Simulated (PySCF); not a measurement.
These are B3LYP-D3(BJ)/def2-TZVP (PySCF 2.14.0) values and carry that method's errors. All species are isolated molecules in the gas phase. B3LYP has the VWN-RPA correlation part, as in Gaussian. Delta-SCF ions had no search for a lower state. Excitations are Tamm–Dancoff values on a coarser integration grid. The basis has no diffuse functions, so Rydberg states are missing or too high.

Reference species (SMILES): `CC` (neutral, multiplicity 1).

```json
{
  "S1–T1 gap (TDA)": "0.35 eV",
  "vertical ionisation energy (Delta-SCF)": "12.26 eV"
}
```

Changed species: `[NH3+][AlH3-]`.

Task: What does the change do to the S1–T1 gap (TDA) and vertical ionisation energy (Delta-SCF)?

Result: the S1–T1 gap (TDA) falls by 0.18 eV, to 0.17 eV; the vertical ionisation energy (Delta-SCF) decreases by 2.41 eV, to 9.85 eV.
